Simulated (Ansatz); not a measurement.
The input, for Ansatz 0.2.0:

```yaml
crystal:
  periodic: [false, false, false]
  atoms:
    - {symbol: B, position_ang: [0.118741, -0.003543, 1.298220]}
    - {symbol: P, position_ang: [-0.046134, 0.004831, -0.577965]}
    - {symbol: H, position_ang: [0.030487, 1.004204, 1.909011]}
    - {symbol: H, position_ang: [0.113595, -1.114659, 1.927225]}
basis:
  gaussian: {orbitals: cc-pVDZ}
magnetization: {spin_polarized: true, initial_magnetization: 2}
hamiltonian: {xc: {name: wB97M-V}}
output: {orbitals: {seedname: orbitals}}
```

```sh
$ ansatz run in.yaml --threads 1 --pin off --events-out ev --progress --plain --max-ram 2393MiB
```

Output:

```
  # Of w^i u^j: cxij and so on, Table III.
  gx(w, u) = 1 - cx + cx01*u + cx10*w
  gss(w, u) = css00 + css04*u^4 + css10*w + css20*w^2 + css43*w^4*u^3
  gos(w, u) = cos00 + cos10*w + (cos20 + cos21*u)*w^2 + (cos60 + cos61*u)*w^6
      + integral(e_c_pw_mod_opposite_spin*gos(b97_w_opposite, b97_u_opposite)) + vv10(b, c)
409 factors; integrals over basis functions are off by at most 9.0e-4 eV
138 factors; integrals over basis functions are off by at most 4.6e-6 eV
mean field evaluation 1: about -9993.2783 eV, gradient 6.7e0 eV
mean field evaluation 2: about -9993.6048 eV, gradient 3.2e0 eV
mean field evaluation 4: about -9993.6956 eV, gradient 2.2e-1 eV
mean field evaluation 8: about -9993.7403 eV, gradient 3.8e-2 eV
mean field evaluation 16: about -9993.7404 eV, gradient 5.8e-4 eV
mean field -9993.74039091 eV, -367.2631853655 hartree, gradient 3.9e-5 eV, S^2 2.002630; 2 other end points of the search recorded, 0 dependent functions left out
reference -9993.74042174 eV, -367.2631864985 hartree; 12, 10 occupied and 30, 32 virtual orbitals, 409 factors
Total energy: -9993.74042174 eV, -367.2631864985 hartree
```

Ran on 1 thread of Intel Xeon, shared host: 13 s wall, 0.17 GiB peak host memory.
